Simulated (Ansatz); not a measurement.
The input, for Ansatz 0.2.0:

```yaml
crystal:
  periodic: [false, false, false]
  atoms:
    - {symbol: Al, position_ang: [0.000000, 0.057143, 0.000000]}
    - {symbol: H, position_ang: [0.000000, 0.226182, -1.551199]}
    - {symbol: H, position_ang: [0.000000, 0.226189, 1.551197]}
    - {symbol: H, position_ang: [0.000000, -1.982029, 0.000004]}
basis:
  gaussian: {orbitals: def2-SVPD}
total_charge: 1
magnetization: {spin_polarized: true, initial_magnetization: 1}
hamiltonian: {xc: hf}
accuracy: high
output: {orbitals: {seedname: orbitals}}
```

```sh
$ ansatz run in.yaml --threads 1 --pin off --events-out ev --progress --plain --max-ram 2393MiB
```

The program prints:

```
899 factors; integrals over basis functions are off by at most 3.9e-9 eV
mean field evaluation 1: about -6617.0468 eV, gradient 7.1e0 eV
mean field evaluation 2: about -6617.0480 eV, gradient 7.1e0 eV
mean field evaluation 4: about -6617.9405 eV, gradient 6.6e-1 eV
mean field evaluation 8: about -6617.9522 eV, gradient 3.2e-2 eV
mean field -6617.95219263 eV, -243.2052572701 hartree, gradient 3.5e-8 eV, S^2 0.753229; 0 other end points of the search recorded, 0 dependent functions left out
reference -6617.95219263 eV, -243.2052572701 hartree; 8, 7 occupied and 40, 41 virtual orbitals, 899 factors
Total energy: -6617.95219263 eV, -243.2052572701 hartree
```

Ran on 1 thread of Intel Xeon, shared host: 1.1 s wall, 0.1 GiB peak host memory.
